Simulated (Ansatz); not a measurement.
System: CHOS, charge 1, multiplicity 1. It need not be the lowest isomer of its formula. SMILES: C(=[SH+])=O
Geometry: optimised at B3LYP-D3(BJ)/def2-TZVP (Ansatz, a quantum-chemistry and plane-wave program).

Parts of the frozen-core correlation energy in STO-3G (Ansatz, hartree). Frozen orbitals: 7; correlated occupied orbitals by spin: 8 and 8; virtual: 5 and 5. Spin-orbit coupling is left out. Non-relativistic.

```csv
term,value
reference (HF),-504.74648
MP2 opposite-spin,…
MP2 same-spin,…
CCSD correlation,-0.19024
(T),…
FCI minus CCSD(T),-0.00156
T1 diagnostic,0.016
largest doubles amplitude,0.097
```

Some entries are withheld; supply them.


- MP2 opposite-spin, value: -0.13639
- MP2 same-spin, value: -0.04326
- (T), value: -0.00808
